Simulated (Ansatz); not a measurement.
Relaxing copper (fcc)

The calculation used DFT, r2SCAN, plane waves (500 eV) with PAW, scalar-relativistic (Ansatz 0.2.0). (PAW data from PBE, frozen cores regenerated.)

k-point mesh 15×15×15, Fermi-Dirac smearing 0.1 eV, no spin polarisation. Cell and atoms relax.

Starting structure:

```
Cu
1.0
     0.00000    1.80748    1.80748
     1.80748    0.00000    1.80748
     1.80748    1.80748    0.00000
Cu
1
Direct
  0.00000 0.00000 0.00000
```

Question: The pressure at the start is -4.9 GPa. By how much does the volume change?

Answer: From 11.81 to 11.43 Å³ per atom, -3.2 %. The final cell has a = 3.576 Å.

Question: How much energy does the relaxation gain?

Answer: 5.9 meV per atom.

Path of the relaxation (the plane waves are chosen anew near the end, which can shift the energy a little):

```json
{"step": "0", "E − E(final) (meV/atom)": "5.93", "V (Å³/atom)": "11.810", "P (GPa)": "-4.87", "max force (eV/Å)": "0.000"}
{"step": "1", "E − E(final) (meV/atom)": "1.32", "V (Å³/atom)": "11.613", "P (GPa)": "-2.44", "max force (eV/Å)": "0.000"}
{"step": "2", "E − E(final) (meV/atom)": "-0.17", "V (Å³/atom)": "11.422", "P (GPa)": "0.17", "max force (eV/Å)": "0.000"}
{"step": "3", "E − E(final) (meV/atom)": "-0.17", "V (Å³/atom)": "11.435", "P (GPa)": "-0.01", "max force (eV/Å)": "0.000"}
{"step": "4", "E − E(final) (meV/atom)": "0.00", "V (Å³/atom)": "11.435", "P (GPa)": "-0.03", "max force (eV/Å)": "0.000"}
```
